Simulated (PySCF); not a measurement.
Mapped SMILES: `[O:1]=[S:2](=[O:3])([F:4])[Cl:5]`.

PySCF 2.14.0 with density-fitted response routines calculation with PBE0-D3(BJ)/def2-TZVP geometry and NMR shieldings at B97-2/pcSseg-2/GIAO; no relativistic terms, one conformer, rapidly exchanging positions averaged, isolated molecule.

Scale: $^{17}$O vs H2O; $^{33}$S against CS2; $^{19}$F against CFCl3; $^{35}$Cl vs HCl (reference shieldings calculated alike).

```csv
atoms,nucleus,count,δ (ppm)
Cl5,$^{35}$Cl,1,571
F4,$^{19}$F,1,?
S2,$^{33}$S,1,?
O1/O3,$^{17}$O,2,287.2
```

Q: Fill in the missing shifts.

A: 
- S2: 335 ppm, sulfonyl sulfur
- F4: 101.6 ppm, fluorine bonded to S

Unscaled 19F shifts against computed CFCl3 carry errors that often reach 10 to 50 ppm. Unscaled 17O shifts of doubly bonded oxygen tend to come out too high, by tens of ppm or more. Experimental scales use liquid or dissolved standards, which lie at an offset from isolated H2O (liquid H2O: subtract about 36 ppm).
